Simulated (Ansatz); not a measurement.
Fluorite CeO₂, treated with PBE (Ansatz, a first-principles code, plane waves, PAW).

Numerical settings: plane-wave cutoff 520 eV, 8×8×8 k mesh, perturbation theory, no spin polarisation, scalar-relativistic PAW data made under PBE.

The cell has the measured lattice: a = b = c = 5.410 Å, α = β = γ = 90.00°.

Question: Estimate the electronic dielectric constant ε∞ and dielectric constant ε0 (ions relaxed) that the calculation returns.

Answer: 
* **electronic dielectric constant ε∞**: 7.72
* **dielectric constant ε0 (ions relaxed)**: 28.4

Measured, for comparison: high-frequency dielectric constant 5.31 (temperature not stated, no zero-point or thermal correction; as tabulated in Toward a consistent prediction of defect chemistry in CeO2 (PMC9835833)). Computed (rounded) less measured: high-frequency dielectric constant +45 %.

Note: the cell isn't this level's own, so it is under some stress, which shifts stiffness and frequencies.

Spin–orbit coupling is not included.
